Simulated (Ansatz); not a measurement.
System: HgI (I4/mmm, No. 139). Method: LDA (Ansatz, an electronic-structure program, PAW).

Run with plane-wave cutoff 520 eV, 10×10×10 k mesh, Fermi–Dirac smearing 0.01 eV, scalar-relativistic PAW data made under PBE.

Cell (relaxed at this level):

```cif
data_Hg2I2
_chemical_formula_sum 'Hg2 I2'
_space_group_name_H-M_alt 'P 1'
_space_group_IT_number 1
_cell_length_a 6.67087
_cell_length_b 6.67087
_cell_length_c 6.67087
_cell_angle_alpha 138.765
_cell_angle_beta 138.765
_cell_angle_gamma 59.734
loop_
_space_group_symop_operation_xyz
  'x, y, z'
loop_
_atom_site_label
_atom_site_type_symbol
_atom_site_fract_x
_atom_site_fract_y
_atom_site_fract_z
_atom_site_occupancy
Hg1 Hg 0.88769 0.88769 0.00000 1
Hg2 Hg 0.11231 0.11231 0.00000 1
I1 I 0.64976 0.64976 0.00000 1
I2 I 0.35024 0.35024 0.00000 1
```

Q: Predict the band gap, smallest direct gap on the k points sampled and Γ–Γ gap.

A: 
- band gap = 0.90 eV
- smallest direct gap on the k points sampled = 1.68 eV
- Γ–Γ gap = 4.21 eV

Note: the volume lies 10 % below that of the published cell.

Spin–orbit coupling is not included; with these elements it can move the gap by several tenths of an eV or more.

The computed numbers hold no vibrational or temperature effects.

Cost on a shared machine: roughly 80 core-seconds.
